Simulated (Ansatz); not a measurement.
A made-up structure of C₂H₂B (charge -1), singlet:

```csv
atom,x (Å),y (Å),z (Å)
B1,-0.2894,0.3833,-0.3227
C2,0.4445,-0.5887,0.4956
C3,1.0726,-1.4204,1.1960
H4,0.0596,-0.6919,1.4778
H5,-0.2604,1.5758,-0.0951
```

It is relaxed with PBE-D4/def2-SVPD and then PBE0-D4/def2-TZVPD (Ansatz 0.2.0). Atoms count as bonded within 1.22 times the sum of their covalent radii (H–H: 0.88 Å). The end point is not checked to be a true minimum.

Q: Does its bonding change? (A judgement: the text doesn't fix the answer.)

A: Computed: Yes. Formed: none; broken: C2–H4.

Where it ends: The first stage lowers the energy by 2.55 eV in 17 steps. It ends as C₂H₂B ([BH][C][CH]), total charge -1:
```
atom    x (Å)    y (Å)    z (Å)
  B1  -0.1168   0.5653  -0.5021
  C2   0.3014  -0.3536   0.4665
  C3   0.7606  -1.3567   1.1656
  H4   0.6945  -1.2341   2.2610
  H5  -0.6129   1.6373  -0.6395
```

Labels in which every atom is bracketed show which atoms are joined, not bond orders.

For scale, one of the runs: PBE0-D4/def2-TZVPD relaxation, 129 basis functions, launched by `ansatz run in.yaml --threads 2 --pin off --events-out ev --progress --plain --max-ram 4352MiB`. The run took about 16 s on 2 CPU threads of an Arm Neoverse V1 (shared host).
